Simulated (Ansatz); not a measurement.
# C2H3F (SMILES C=CF): wB97X/def2-TZVP

Aim: the vertical singlet–triplet gap of C2H3F at wB97X/def2-TZVP, from 2 runs. 

Program for the calculation: Ansatz 0.2.0.

44 further runs of the same task are left out: 44 set aside as unsound or not needed.

## 1. The molecule

C2H3F has 6 atoms, charge 0, and is taken as a singlet. SMILES: `C=CF`. The shape is that of a PBE0-D4/def2-TZVP optimisation.

Bond lengths: C1–C2 1.316 Å, C2–F3 1.336 Å, C1–H4 1.082 Å, C1–H5 1.081 Å, C2–H6 1.084 Å. Angles: C1–C2–F3 122.3°, C1–C2–H6 125.7°, F3–C2–H6 112.0°, C2–C1–H4 121.6°, C2–C1–H5 119.2°, H4–C1–H5 119.2°.

## 2. The energy at wB97X/def2-TZVP

job.yaml reads:

```yaml
crystal:
  periodic: [false, false, false]
  atoms:
    - {symbol: C, position_ang: [-0.536200, 0.076400, -0.442800]}
    - {symbol: C, position_ang: [0.490000, -0.016300, 0.376600]}
    - {symbol: F, position_ang: [0.966200, -1.192400, 0.795500]}
    - {symbol: H, position_ang: [-1.043900, -0.803300, -0.816600]}
    - {symbol: H, position_ang: [-0.880200, 1.054100, -0.749700]}
    - {symbol: H, position_ang: [1.046100, 0.817400, 0.790700]}
basis:
  gaussian:
    orbitals: def2-TZVP
magnetization:
  spin_polarized: false
  initial_magnetization: 0
hamiltonian:
  xc: {name: wB97X}
accuracy: high
output:
  orbitals: {seedname: orbitals}
```

Launch:

```console
$ ansatz run job.yaml --threads 1 --pin off --max-ram 3480MiB --events-out events.jsonl --progress --plain --runs-dir runs
```

Standard output:

```text
Warning: RAYON_NUM_THREADS=1 ignored (pool sized by the plan → 1); use --threads N
Functional definition: wB97X
  name "wB97X"
  parameter omega = 0.3/bohr
  parameter cx = 0.157706
  parameter cx1 = 0.726479
  parameter cx2 = 1.04760
  parameter cx3 = -5.70635
  parameter cx4 = 13.2794
  parameter css1 = -4.33879
  parameter css2 = 18.2308
  parameter css3 = -31.7430
  parameter css4 = 17.2901
  parameter cos1 = 2.37031
  parameter cos2 = -11.3995
  parameter cos3 = 6.58405
  parameter cos4 = -3.78132
  exchange = spin_sum(e_x_unif_sr(omega)*poly(b97_u_x, 1 - cx, cx1, cx2, cx3, cx4)) + cx*exact_x_sr(omega)
      + exact_x_lr(omega)
  correlation = spin_sum(e_c_pw_same_spin*poly(b97_u_same, 1, css1, css2, css3, css4))
      + integral(e_c_pw_opposite_spin*poly(b97_u_opposite, 1, cos1, cos2, cos3, cos4))
1965 factors; integrals over basis functions are off by at most 4.0e-9 eV
272 factors; integrals over basis functions are off by at most 1.8e-9 eV
mean field evaluation 1: about -4837.3948 eV, gradient 3.4e1 eV
mean field evaluation 2: about -4838.5640 eV, gradient 2.5e1 eV
mean field evaluation 4: about -4839.6553 eV, gradient 1.3e0 eV
mean field evaluation 8: about -4839.6512 eV, gradient 5.7e-2 eV
mean field evaluation 16: about -4839.6512 eV, gradient 2.2e-6 eV
mean field -4839.65116545 eV, -177.8538998968 hartree, gradient 5.2e-8 eV, S^2 0.000000; 0 other end points of the search recorded, 0 dependent functions left out
reference -4839.65116296 eV, -177.8538998055 hartree; 12, 12 occupied and 99, 99 virtual orbitals, 1965 factors
Total energy: -4839.65116296 eV, -177.8538998055 hartree
```

It took 19 s on 1 thread of Intel Xeon Platinum 8259CL at 2.50GHz (Skylake/Cascade Lake), shared host; peak memory 0.43 GiB.

## 3. The triplet at the same level

molecule.yaml reads:

```yaml
crystal:
  periodic: [false, false, false]
  atoms:
    - {symbol: C, position_ang: [-0.536200, 0.076400, -0.442800]}
    - {symbol: C, position_ang: [0.490000, -0.016300, 0.376600]}
    - {symbol: F, position_ang: [0.966200, -1.192400, 0.795500]}
    - {symbol: H, position_ang: [-1.043900, -0.803300, -0.816600]}
    - {symbol: H, position_ang: [-0.880200, 1.054100, -0.749700]}
    - {symbol: H, position_ang: [1.046100, 0.817400, 0.790700]}
basis:
  gaussian: {orbitals: def2-TZVP}
output: {orbitals: {seedname: orbitals}}
hamiltonian: {xc: {name: wB97X}}
magnetization: {spin_polarized: true, initial_magnetization: 2}
accuracy: high
total_charge: 0
```

Launch:

```console
$ ansatz run molecule.yaml --threads 1 --pin off --max-ram 3480MiB --events-out events.jsonl --progress --plain --runs-dir runs
```

Standard output, shortened:

```text
Warning: RAYON_NUM_THREADS=1 ignored (pool sized by the plan → 1); use --threads N
[... 2 set-up lines as earlier in the session ...]
[...]
      + exact_x_lr(omega)
[...]
      + integral(e_c_pw_opposite_spin*poly(b97_u_opposite, 1, cos1, cos2, cos3, cos4))
1965 factors; integrals over basis functions are off by at most 4.0e-9 eV
272 factors; integrals over basis functions are off by at most 1.8e-9 eV
[...]
mean field -4835.06517825 eV, -177.6853679759 hartree, gradient 6.0e-8 eV, S^2 2.007760; 0 other end points of the search recorded, 0 dependent functions left out
reference -4835.06517640 eV, -177.6853679078 hartree; 13, 11 occupied and 98, 100 virtual orbitals, 1965 factors
Total energy: -4835.06517640 eV, -177.6853679078 hartree
```

Run time: 41 s. Hardware: 1 thread of Intel Xeon Platinum 8259CL at 2.50GHz (Skylake/Cascade Lake), shared host; peak memory 0.65 GiB.

## 4. Outcome

Level: wB97X/def2-TZVP.

```
                                        quantity          value
                           singlet: total energy  -177.85390 Eh
                            singlet: HOMO energy      -10.16 eV
                            singlet: LUMO energy        2.53 eV
                          singlet: HOMO–LUMO gap       12.70 eV
                           triplet: total energy  -177.68537 Eh
     triplet: HOMO energy (highest over α and β)       -5.52 eV
      triplet: LUMO energy (lowest over α and β)       -2.03 eV
                                   triplet: ⟨S²⟩          2.008
vertical energy of the triplet above the singlet       4.586 eV
```

What this shows: At this shape the triplet lies 4.59 eV (106 kcal/mol) above the singlet.
